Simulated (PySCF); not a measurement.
Compound: C3H6FN.
Z-matrix (Å and degrees, PBE0-D3(BJ)/def2-SVP geometry), rows numbered from 1:
```
N 
C   1  1.2661
C   2  1.5014  1  128.03
C   3  1.5166  2  112.35  1  -124.79
F   4  1.3703  3  110.05  2  -174.72
H   1  1.0276  2  110.13  3     0.42
H   2  1.1062  1  116.83  3   179.74
H   3  1.1020  2  110.46  1    -1.64
H   3  1.1047  2  108.77  1   116.00
H   4  1.1037  3  110.81  2    65.04
H   4  1.1043  3  110.60  2   -54.76
```

The calculation used EOM-IP-CCSD/aug-cc-pVDZ in PySCF, restricted Hartree–Fock reference, frozen core, non-relativistic, gas phase, PBE0-D3(BJ)/def2-SVP geometry.

The vertical ionisation energies are 10.25, 11.72, 12.73, 13.18, 14.02, 15.16, 15.88, 16.52 eV.

Q: Which Hartree–Fock orbital leads each hole, and what is its Koopmans value −ε?

A: 
```csv
leading hole (HF orbital),Koopmans (eV),EOM-IP-CCSD (eV),change (eV),one-hole share
HOMO,11.72,10.25,-1.47,0.94
HOMO-1,12.01,11.72,-0.29,0.95
HOMO-2,13.86,12.73,-1.13,0.96
HOMO-3,14.54,13.18,-1.36,0.95
HOMO-4,15.58,14.02,-1.56,0.95
HOMO-5,16.88,15.16,-1.72,0.94
HOMO-6,17.42,15.88,-1.54,0.95
HOMO-7,18.59,16.52,-2.07,0.94
```

Q: Does the order of the lines follow the orbital energies?

A: Yes, no two lines change places. The corrections run from -2.07 to -0.29 eV, with a mean of -1.39 eV over the 8 lines; no line lies above its Koopmans value.

Q: At what kinetic energies would He I light (21.22 eV) eject these electrons?

A: 10.97 eV (HOMO), 9.50 eV (HOMO-1), 8.49 eV (HOMO-2), 8.04 eV (HOMO-3), 7.20 eV (HOMO-4), 6.06 eV (HOMO-5), 5.34 eV (HOMO-6), 4.70 eV (HOMO-7).

One root was sought for each valence orbital with −ε under 21 eV, eight at most, so deeper holes and satellites are missing; no vibrational structure.

One conformer stands for the species.
